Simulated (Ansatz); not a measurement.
# SiH3+ (singlet): the correlation ladder at distance Si1–H3 = 1.839 Å, aug-cc-pVDZ

How much of the correlation energy of SiH3+ (singlet) does each wave-function method recover here?

The runs use Ansatz 0.2.0, Gaussian basis; aug-cc-pVDZ, core rule «outside noble gas», up to 5 orbitals frozen.

To be run: UHF; CCSD(T) on RHF; BCCD(T) on RHF; CISD; CCSDT(Q) on RHF; CCSDTQ on RHF; CASSCF and MRCISD+Q, 2 electrons in 2 orbitals; CASSCF and NEVPT2, 2 electrons in 2 orbitals; CASSCF and MRCISD+Q, 6 electrons in 7 orbitals; CASSCF and NEVPT4(SD), 6 electrons in 7 orbitals; CASSCF and NEVPT2, 6 electrons in 7 orbitals; Full CI.

6 further runs of the same task are left out: 6 for a known fault of the program.

## Step 1: What is computed

The geometry derives from a PBE0/def2-TZVP stationary point (not a proven minimum). One bond is set to the value named and the two fragments are kept rigid.

4 atoms, charge 1, spin multiplicity 1.

Atoms are counted from 1 here; the program's logs count them from 0.

Bond lengths: Si1–H2 1.472 Å, Si1–H4 1.472 Å. Angles: H2–Si1–H4 120.0°.

## Step 2: UHF

in.yaml

```yaml
crystal:
  periodic: [false, false, false]
  atoms:
    - {symbol: Si, position_ang: [0.006044, -0.010239, 0.000023]}
    - {symbol: H, position_ang: [1.477987, 0.003989, -0.000073]}
    - {symbol: H, position_ang: [-0.928807, 1.573415, -0.003606]}
    - {symbol: H, position_ang: [-0.717605, -1.292090, 0.003024]}
basis:
  gaussian: {orbitals: aug-cc-pVDZ}
total_charge: 1
magnetization: {spin_polarized: true, initial_magnetization: 0}
hamiltonian: {xc: hf}
output: {orbitals: {seedname: orbitals}}
```

On the command line:

```
$ ansatz run in.yaml --threads 1 --pin off --events-out ev --progress --plain --max-ram 4096MiB --backend cpu
```

After this run come: CCSD(T) on RHF; BCCD(T) on RHF; CISD; CCSDT(Q) on RHF; CCSDTQ on RHF; CASSCF and MRCISD+Q, 2 electrons in 2 orbitals; CASSCF and NEVPT2, 2 electrons in 2 orbitals; CASSCF and MRCISD+Q, 6 electrons in 7 orbitals; CASSCF and NEVPT4(SD), 6 electrons in 7 orbitals; CASSCF and NEVPT2, 6 electrons in 7 orbitals; Full CI.

**Question.** What will the summary of the whole plan be? Wanted: FCI below the RHF energy; RMP2 from FCI; RCCSD from FCI; RCCSD(T) from FCI; RCCSDT(Q) from FCI; NEVPT2 pair from FCI; MRCISD+Q pair from FCI; NEVPT2 valence from FCI; T1 diagnostic.

As calculated:

```
                         quantity                                                                           value
         FCI below the RHF energy                                                                      -3.2403 eV
                    RMP2 from FCI                                                                    +79.4 kJ/mol
                   RCCSD from FCI                                                                     +7.4 kJ/mol
                RCCSD(T) from FCI                                                                     +1.9 kJ/mol
               RCCSDT(Q) from FCI                                                                     +0.1 kJ/mol
             NEVPT2 pair from FCI                                                                    +68.7 kJ/mol
           MRCISD+Q pair from FCI                                                                     -1.4 kJ/mol
          NEVPT2 valence from FCI                                                                    +56.4 kJ/mol
levels within 1 kcal/mol (43 meV)  RCCSD(T), BCCD(T), RCCSDT, RCCSDT(Q), RCCSDTQ, MRCISD+Q pair, MRCISD+Q valence
                    T1 diagnostic                                                                           0.010
   effectively unpaired electrons                                                                            0.06
```

What this shows: RCCSD(T) misses by +1.9 kJ/mol, 0.6 % of the correlation energy. MRCISD+Q pair falls below full CI: the +Q correction isn't variational, and the cores differ from full CI's. One determinant dominates. Of the multireference levels listed MRCISD+Q valence comes nearest in total energy (+1.0 kJ/mol), which doesn't show that its space is the better one. These misses are within one basis, not against nature.
